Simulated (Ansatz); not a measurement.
System: rock-salt MgS. Method: PBE0 (plane waves, PAW; Ansatz, a quantum-chemistry and plane-wave program).

Run with plane-wave cutoff 500 eV, 8×8×8 k mesh, gaussian smearing 0.02 eV, scalar-relativistic PAW data made under PBE.

The cell is the one relaxed with r²SCAN: a = b = c = 5.203 Å, α = β = γ = 90.00°.

Problem. What does this level give for the band gap?

Solution. 
* **band gap**: 4.53 eV (on the SCF k mesh)

Note: cell and atoms aren't relaxed at this level (pressure -0.4 GPa).

Computed values are for the static lattice.

It cost around 50 core-seconds (rough) of CPU time.
